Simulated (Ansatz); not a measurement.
This geometry of BClH₃Si (6 atoms, charge 0, multiplicity 2) is a first-order saddle point.

Theory: UKS PBE0/def2-SVP in Ansatz.

```xyz
6
Properties=species:S:1:pos:R:3
Si -0.810 0.739 -0.265
B 0.655 -0.292 0.686
Cl 1.422 -1.644 -0.112
H -1.992 -0.130 -0.569
H -0.326 1.367 -1.536
H 1.052 -0.040 1.797
```

Q: Which two structures does it join? (They come from a converged band through this point; their orientation in space is the band's.)

A: No bond is made or broken. The dihedral H4–Si1–B2–Cl3 goes from 0 to -180°. The two ends are copies of one structure, up to a mirror image or an exchange of like atoms.

First end point:

```xyz
6
Properties=species:S:1:pos:R:3
Si -0.687 0.458 -0.480
B 0.764 -0.335 0.542
Cl 0.969 -2.079 0.609
H -1.692 -0.325 -1.251
H -0.901 1.929 -0.567
H 1.548 0.352 1.148
```

Last end point:

```xyz
6
Properties=species:S:1:pos:R:3
Si -0.687 0.458 -0.480
B 0.763 -0.336 0.543
Cl 0.975 -2.078 0.601
H -0.907 1.929 -0.559
H -1.686 -0.324 -1.261
H 1.542 0.351 1.156
```

Q: How far does it lie above each of them?

A: 0.42 eV above the first and 0.42 eV above the second. This is the barrier of this one path; another mechanism may lie lower.

Run time: 5.3 min on 1 thread of Intel(R) Xeon(R) Processor @ 2.50GHz (Skylake/Cascade Lake) (shared host), peak memory 0.17 GiB.
